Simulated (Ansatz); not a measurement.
bcc Cs, treated with PBE0-D3(BJ) in Ansatz (PAW).

Run with plane-wave cutoff 460 eV, 8×8×8 k mesh, Fermi–Dirac smearing 0.05 eV, scalar-relativistic PAW data made under PBE.

Cell (relaxed at this level):

Space group Im-3m (No. 229); a = 6.1302 Å, b = 6.1302 Å, c = 6.1302 Å, α = 90.00°, β = 90.00°, γ = 90.00°

```
atom  site  symmetry       x       y       z
----  ----  --------  ------  ------  ------
Cs      2a      m-3m  0.0000  0.0000  0.0000
```
(The calculation used a cell of 1 atom; values per cell refer to that cell.)

### Question
Give the computed bulk modulus and pressure derivative B′ of the bulk modulus.

### Answer

- bulk modulus = 2.22 GPa
- pressure derivative B′ of the bulk modulus = 3.6

Measured, for comparison: bulk modulus 2.11 GPa (corrected for temperature and zero-point phonon effects, our sources range from 2.11 to 2.35; as tabulated in Levämäki et al. (2014), arXiv:1402.3671). Computed (rounded) less measured: bulk modulus +5 % (inside the range of the sources held).

Spin–orbit coupling is not included.

Cost on a shared machine: very roughly 18 core-minutes.

Ansatz is a quantum-chemistry and plane-wave program.
